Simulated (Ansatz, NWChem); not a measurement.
# The same job for Ansatz

NWChem 7.3.0 runs this on doublet [BHF2]+:

m1.nw:
```
start m1
title "BF2H hf"
memory 2200 mb
charge 1

geometry noautosym nocenter noautoz
   F     1.154300    0.456900   -0.361900
   B    -0.001900   -0.031000    0.025200
   F    -1.095400    0.528700   -0.438900
   H    -0.057000   -0.954600    0.775600
end

basis spherical bse
   * library def2-TZVPP
end

scf
   nopen 1
   uhf
   thresh 1e-08
   maxiter 80
   noprint "final vectors analysis"
end

task scf energy
```

```bash
$ nwchem m1.nw > m1.out
```

The coordinates come from a PBE0-D4/def2-TZVP relaxation. That shape belongs to the parent species and isn't relaxed for this state.

It gives a total energy of -223.847880 Eh.

Q: Translate the job to Ansatz 0.2.0 as an input file of the program's own.

A: For example:

in.yaml:
```yaml
crystal:
  periodic: [false, false, false]
  atoms:
    - {symbol: F, position_ang: [1.154300, 0.456900, -0.361900]}
    - {symbol: B, position_ang: [-0.001900, -0.031000, 0.025200]}
    - {symbol: F, position_ang: [-1.095400, 0.528700, -0.438900]}
    - {symbol: H, position_ang: [-0.057000, -0.954600, 0.775600]}
basis:
  gaussian: {orbitals: def2-TZVPP}
total_charge: 1
magnetization: {spin_polarized: true, initial_magnetization: 1}
hamiltonian: {xc: hf}
accuracy: high
output: {orbitals: {seedname: orbitals}}
```

```bash
$ ansatz run in.yaml --threads 1 --pin off --max-ram 3480MiB --events-out events.jsonl --progress --plain --runs-dir runs
```

Its energy is -223.847880 Eh, 0.000 mEh from the first.
